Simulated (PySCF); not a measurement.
# Relaxation of singlet SF2

Computed with PySCF, PBE, basis S def2-TZVP, F def2-TZVP (no relativity, density fitting). A (50,194) grid was used.

A hand-made bent start, of C2v symmetry, held to at least that symmetry:

Coordinates in bohr (charge 0 multiplicity 1):
```
S     0.0000    0.0000   -0.9830
F     2.5851    0.0000    0.8272
F    -2.5851    0.0000    0.8272
```

Optimiser trace:
```
step  E − E(last) (kJ/mol)  largest gradient (Eh/bohr)
   0                 15.72                     0.02483
   1                  0.49                     0.01055
   2                  0.38                     0.00953
   3                  0.00                     0.00020
   4                  0.00                     0.00002
```

It ends at C2v with S–F 1.620 Å (×2); F–S–F 99.4° (after a last refinement on a finer grid). A frequency run shows a minimum. Other isomers or separated fragments may lie lower.
